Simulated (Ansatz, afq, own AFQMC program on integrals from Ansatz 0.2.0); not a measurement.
**Where AFQMC and coupled cluster stand for SiGeH, quartet**

```xyz
3

Si    0.0000   -0.4093    3.1127
Ge    0.0000   -0.5512   -1.3060
H     0.0000    0.9605   -1.8066
```

Connectivity, by distances: Si ··· GeH.

Basis cc-pVDZ. Noble-gas cores (and the filled d shells of Ga–Kr and In–Xe) are frozen. Integrals, coupled cluster, full CI and functionals: Ansatz 0.2.0; the random walks run on the same integrals in our own AFQMC program. ph-AFQMC/CISD is guided by a CISD state made of CCSD amplitudes; releasing the constraint for a short imaginary time cuts its bias at the price of noise, slowly where states lie close. Uncertainties: one standard error, sampling alone. No spin–orbit coupling.

Determinant: UHF, the one that the program's search chose, which needn't be the lowest solution. The geometry is a point of a scan.

No full CI on the walks' own integrals is used here; CCSDT(Q) serves as the reference and is uncertain by about the last step of the cluster series.

Cautions: no relativity below Rb; no spin-orbit coupling; inner d shell frozen; lower spins were not checked; the released energies are still falling, so no released level is given (meV from the phaseless value at times in 1/Eh: -13 ± 10 at 0.24, -9 ± 8 at 0.51, -12 ± 8 at 0.99, -16 ± 8 at 1.62, -31 ± 12 at 2.40), though the last usable value meets CCSDT(Q) within the noise.

The T1 diagnostic is 0.0135 and the weight of the determinant in the CISD state is 0.877. The ⟨S²⟩ of the determinant is 3.772 and the size of the correlated space is 9 electrons in 31 orbitals.

```tsv
level	correlation energy (eV)
MP2	-2.9003
CCSD	-4.0029
CCSD(T)	-4.0724
```

(1) Estimate where phaseless AFQMC with a CISD trial lies against CCSD(T) on the same integrals.

(1) 9.7 ± 8.2 meV below CCSD(T). The gap is under twice the noise, so this walk alone can't tell the two apart.

Reference: CCSDT(Q), correlation energy -4.114 eV.

```json
{"level": "CCSD(T)", "E − E(reference) (meV)": "41.9", "share of correlation (%)": "98.98"}
{"level": "CCSDT", "E − E(reference) (meV)": "8.5", "share of correlation (%)": "99.79"}
{"level": "ph-AFQMC/CISD", "E − E(reference) (meV)": "32.3 ± 8.2", "share of correlation (%)": "99.22"}
```

A walk keeps the symmetry of its determinant, which the program's search chose and which needn't be the lowest solution, so a lower state of the same spin and another symmetry isn't excluded.
